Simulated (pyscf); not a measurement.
This saddle point was located with ωB97X-D3(BJ)/def2-SVP in PySCF.

```
O
P 1 1.6655
Si 1 1.6941 2 125.66
H 2 1.4273 1 98.47 3 -140.88
H 2 1.4298 4 92.27 1 99.65
H 3 1.4797 1 98.25 2 165.25
H 3 1.4856 6 129.74 1 113.91
H 3 1.6501 6 105.80 1 -123.89
H 8 0.9707 3 79.73 6 113.33
H 8 1.1817 9 150.43 3 -1.63
```
Charge 0, spin multiplicity 1.

Surface: singlet, charge 0. Lowest wavenumbers (cm⁻¹): 1390i, 67, 103, 189, 307.

Question: Which two sides does it connect, and which bonds change?

Answer: H₃Si–O–PH₂ (SMILES [SiH3]OP) + H₂ (SMILES [H][H]) ⇌ H₃Si–O–PH₂ (SMILES [SiH3]OP) + H₂ (SMILES [H][H]), a four-centre exchange read from left to right: H–Si, H–H broken and H–Si, H–H formed. At ωB97M-D3(BJ)/def2-TZVP it lies +57.7 kcal/mol from the left side and +57.7 kcal/mol from the right (each side as separated species at their lowest minima found). At the saddle there is also a short H–Si contact that neither side keeps. H₃Si–O–PH₂ lies 5.7 kcal/mol over its isomer HO–SiH₂–PH₂ (electronic energy, ωB97M-D3(BJ)/def2-TZVP). This is the saddle that the search found; another between the same sides may lie lower.
